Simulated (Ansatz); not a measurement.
A made-up structure of B₂NH₂, doublet:

B1  (-1.637, -0.902, 1.385)
B2  (-0.502, -0.280, 0.429)
N3  (0.456, 0.248, -0.385)
H4  (1.297, 0.684, -0.038)
H5  (-2.332, -1.724, 1.791)
(Å)

It is relaxed with PBE-D4/def2-SVP and then PBE0-D4/def2-TZVP (Ansatz 0.2.0). Atoms count as bonded within 1.22 times the sum of their covalent radii (H–H: 0.88 Å). The end point is not checked to be a true minimum.

Does its bonding change? (Judge from chemistry; the calculation decides.)

Computed: No: no bond forms or breaks.

Where it ends: The first stage lowers the energy by 0.41 eV in 14 steps. It ends as B₂NH₂ ([BH][B][NH]):
| atom | x (Å) | y (Å) | z (Å) |
| --- | --- | --- | --- |
| B1 | -1.5409 | -1.0027 | 1.5179 |
| B2 | -0.4049 | -0.2980 | 0.6217 |
| N3 | 0.5094 | 0.2811 | 0.0081 |
| H4 | 1.2252 | 0.7302 | -0.5121 |
| H5 | -2.5065 | -1.6830 | 1.5462 |

Labels in which every atom is bracketed show which atoms are joined, not bond orders.

For scale, one of the runs: PBE0-D4/def2-TZVP relaxation, 105 basis functions, launched by `ansatz run in.yaml --threads 2 --pin off --events-out ev --progress --plain --max-ram 4352MiB`. Hardware: 2 CPU threads of an Intel Xeon Platinum 8259CL, shared host. Wall time about 25 s.
